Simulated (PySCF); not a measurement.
# C5H6S: the cost of one run

Computed with PySCF 2.14.0 and routines of our own; the level stands in each step. Atoms count from 0.

## Step 1: The system as given

12 atoms, charge 0, multiplicity 1; geometry from: GFN2-xTB.

## Step 2: Optimising the geometry at LC-wPBE/6-31G*

What the job is given:

```
{"job": {"xc": "LC-wPBE", "basis": "6-31G*", "grid": 1, "kind": "geom"}, "charge": 0, "multiplicity": 1}
C     -1.714659     0.215386     0.116123
C     -0.260020    -0.109199     0.032633
C      0.749959     0.870270    -0.171083
C      1.997030     0.343805    -0.211785
S      1.983757    -1.363048    -0.001008
C      0.268450    -1.356023     0.140546
H     -2.301883    -0.685999     0.270890
H     -2.046719     0.698122    -0.802411
H     -1.899987     0.901419     0.941973
H      0.540477     1.919394    -0.282010
H      2.931726     0.848634    -0.353541
H     -0.246932    -2.283446     0.293647
```

On the command line:

```console
OMP_NUM_THREADS=1 python excited_run.py task.json out
```

The driver reads the jobs from task.json and runs them one after another.

**Question.** How long does this first job take on 1 thread of Arm Neoverse V1, shared host, and how much memory does it need?

About 46 s, with a peak of 0.53 GiB.
